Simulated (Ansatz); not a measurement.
C$_{2}$H$_{3}$FN$_{2}$ (`C=NC(=N)F`), relaxed with RKS PBE-D4/def2-SVP in the Gaussian-basis code of Ansatz from a rough embedded geometry. The force threshold is 0.03 eV/Å; the program also tests the step.

Total charge 0; spin multiplicity 1.

Start:

```xyz
8

C     0.780   -1.056   -0.207
N     0.080   -0.355    0.554
C    -0.450    0.722   -0.035
N    -1.269    1.501    0.557
F    -0.234    1.001   -1.347
H     1.324   -1.994    0.237
H     1.030   -0.895   -1.279
H    -1.260    1.076    1.520
```

**Question.** By how much does the energy fall, and how many steps does the optimiser take? (Best estimate.)

**Answer.** The calculation gave: 9.15 kcal/mol, in 7 steps, 1 of them rejected.

**Question.** Which bonds change most? (Best estimate.)

**Answer.** Ansatz gave: N2–C3 from 1.337 to 1.403 Å; C1–H6 from 1.172 to 1.107 Å; C1–N2 from 1.249 to 1.283 Å; N4–H8 from 1.053 to 1.032 Å.

**Question.** Give the relaxed structure. (Best estimate.)

**Answer.** Computed: 
```xyz
8

C     0.862   -1.126   -0.230
N     0.114   -0.399    0.517
C    -0.503    0.738   -0.026
N    -1.274    1.533    0.591
F    -0.237    0.988   -1.330
H     1.339   -2.019    0.218
H     1.059   -0.911   -1.303
H    -1.361    1.196    1.563
```
